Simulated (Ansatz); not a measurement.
We consider 1T (CdI2-type) CdI2, described by HSE06-D3(BJ) (PAW; Ansatz, a first-principles code).

The input as run:

Ansatz 0.2 input:
```yaml
crystal:
  lattice:
    - [2.0994223719, -3.6363062147, 0.0]
    - [2.0994223719, 3.6363062147, 0.0]
    - [0.0, 0.0, 6.7007839924]
  atoms:
    - { symbol: Cd, position: [0.0, 0.0, 0.0] }
    - { symbol: I, position: [0.3333333333, 0.6666666667, 0.2555953282] }
    - { symbol: I, position: [0.6666666667, 0.3333333333, 0.7444046718] }
basis:
  ecutwfc: 460
  ecutrho_ratio: 4
  xc_grid: 2
kpoints:
  mp_grid: { grid: [9, 9, 4] }
  band_path: { path: [[0, 0, 0], [0.5, 0, 0.375]], npoints: 1 }
hamiltonian:
  xc: hse06
  dispersion: d3bj
  pseudopotentials: { kind: paw }
scf:
  occupations: { method: fermi_dirac, width: 0.01 }
  convergence: { dr2_threshold: 0.0000000003 }
output:
  forces: true
  stress: true
  eigenvalues: true
  write_bands: true
```

From the output:

```
WARN output.stress: scf.exx.energy_threshold = 1e-6 eV is looser than the 3e-8 eV advised for a stress under a hybrid functional (1e-8 eV for each atom of the …
Crystal: 3 atoms, lattice volume = 102.309 Å³
Basis set: ecut = 460 eV, 2321 PW (Γ), exchange–correlation on 60×60×96 points (8 copies of the dense FFT grid, shifted against one another)
Bands: 33, of which v1, the nominal top of the filled ones, is band 27 counted from 1 (26 counted from 0)
Symmetry: 12 space group operations
Space group: P-3m1 (ITA 164), of the structure as read, at distance tolerance 4.7e-5 Å
k-points: 43 of 324
SCF iter   1: F=—  HF=-23283.257805 eV  |F-HF|=—  |Δ(HF+E_count)|=         —  Δρ=1.03e-3  dr2=9.64e-4
SCF iter   2: F=-23283.258373 eV  HF=-23283.258399 eV  |F-HF|=2.55e-5  |Δ(HF+E_count)|=   5.94e-4  Δρ=3.73e-4  dr2=2.13e-4
Crystal: 3 atoms, lattice volume = 102.309 Å³
Initial density: handed on by an earlier stage of this run
  ...
Crystal: 3 atoms, lattice volume = 102.309 Å³
SCF 3 converged in 6 iterations: F = -23296.543912 eV  dr2 = 8.03e-12
Crystal: 3 atoms, lattice volume = 102.309 Å³
SCF iter   1: F=—  HF=-23296.543912 eV  |F-HF|=—  |Δ(HF+E_count)|=         —  Δρ=1.38e-6  dr2=1.07e-9
SCF iter   2: F=-23296.543912 eV  HF=-23296.543912 eV  |F-HF|=2.55e-11  |Δ(HF+E_count)|=    0.00e0  Δρ=3.71e-7  dr2=6.71e-11
SCF 4 converged in 2 iterations: F = -23296.543912 eV  dr2 = 6.71e-11
Free energy (F): -23296.543912 eV
Internal energy: -23296.543912 eV  (E = F + TS)
E sigma→0 (E₀):  -23296.543912 eV
Fermi energy:    7.912929 eV
--- Stress (GPa, compression-positive) ---
        0.022762       0.000000      -0.000000
        0.000000       0.022762      -0.000000
       -0.000000      -0.000000       0.002241
  P = ⅓ Tr σ = 0.0159 GPa (0.159 kbar)
```

The PAW data were made under PBE.

The result took about 11 core-minutes (a rough figure).
